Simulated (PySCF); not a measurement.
CH₃O, SMILES C=[OH+], charge +1. Geometry optimised at PBE-D3(BJ)/def2-TZVP. The isomer is the one that the SMILES or the coordinates give; other isomers of the formula were not compared.

TDA-PBE/def2-TZVPD (PySCF 2.14.0) puts the lowest singlet excitations at 5.80, 9.31, 10.17, 10.78, 11.48, 12.01 eV.

What are the lowest excitation roots from ADC(2)/aug-cc-pVDZ (PySCF)? (The exact figures need the calculation; the answer reports its results.)

6.17, 9.40, 10.04, 11.11, 12.41, 12.74 eV. S1 differs by 0.37 eV (second minus first; roots are paired by order, and the bases may differ).
